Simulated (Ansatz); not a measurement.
Relaxation of C₂H₃F₂ (7 atoms, charge 0, multiplicity 2), to a largest force component of 0.015 eV/Å in at most 40 steps.

All numbers below come from Ansatz 0.2.0, UKS PBE-D4/def2-SVP.

```xyz
7
Properties=species:S:1:pos:R:3:forces:R:3
F -0.947 1.333 -0.882 -0.04 2.14 -0.85
C -0.763 0.201 -0.282 -0.21 -1.27 -0.08
C 0.549 -0.182 0.178 1.11 -0.64 1.27
F 1.571 0.178 -0.646 0.66 0.50 -1.11
H -1.676 -0.308 -0.042 -0.81 -0.74 0.36
H 0.630 -1.287 0.316 -0.49 -0.02 0.20
H 0.827 0.269 1.170 -0.21 0.04 0.21
```

Problem. Where does it end, and by what steps?

Solution. It converged. After 13 steps the energy has fallen by 0.275 eV; H5 moved furthest, 0.71 Å.

```json
{"step": "0", "energy less start (eV)": "0.0000", "largest force component (eV/Å)": "2.137", "accepted": "yes"}
{"step": "1", "energy less start (eV)": "-0.1681", "largest force component (eV/Å)": "0.637", "accepted": "yes"}
{"step": "2", "energy less start (eV)": "-0.1846", "largest force component (eV/Å)": "1.118", "accepted": "yes"}
{"step": "3", "energy less start (eV)": "-0.2139", "largest force component (eV/Å)": "0.350", "accepted": "yes"}
{"step": "4", "energy less start (eV)": "-0.2213", "largest force component (eV/Å)": "0.225", "accepted": "yes"}
{"step": "5", "energy less start (eV)": "-0.2296", "largest force component (eV/Å)": "0.520", "accepted": "yes"}
{"step": "6", "energy less start (eV)": "-0.2387", "largest force component (eV/Å)": "0.259", "accepted": "yes"}
{"step": "7", "energy less start (eV)": "-0.2503", "largest force component (eV/Å)": "0.280", "accepted": "yes"}
{"step": "8", "energy less start (eV)": "-0.2566", "largest force component (eV/Å)": "0.322", "accepted": "yes"}
{"step": "9", "energy less start (eV)": "-0.2106", "largest force component (eV/Å)": "1.339", "accepted": "no"}
{"step": "10", "energy less start (eV)": "-0.2719", "largest force component (eV/Å)": "0.175", "accepted": "yes"}
{"step": "11", "energy less start (eV)": "-0.2730", "largest force component (eV/Å)": "0.082", "accepted": "yes"}
{"step": "12", "energy less start (eV)": "-0.2744", "largest force component (eV/Å)": "0.057", "accepted": "yes"}
{"step": "13", "energy less start (eV)": "-0.2746", "largest force component (eV/Å)": "0.012", "accepted": "yes"}
```

```xyz
7
Properties=species:S:1:pos:R:3
F -1.083 1.493 -0.314
C -0.795 0.190 -0.181
C 0.574 -0.174 0.223
F 1.471 -0.201 -0.862
H -1.495 -0.481 -0.706
H 0.565 -1.186 0.686
H 0.953 0.563 0.965
```

Time of the run: 40 s on 1 thread of Intel(R) Xeon(R) Platinum 8559C (Emerald Rapids), on a shared host, peak memory 0.14 GiB.
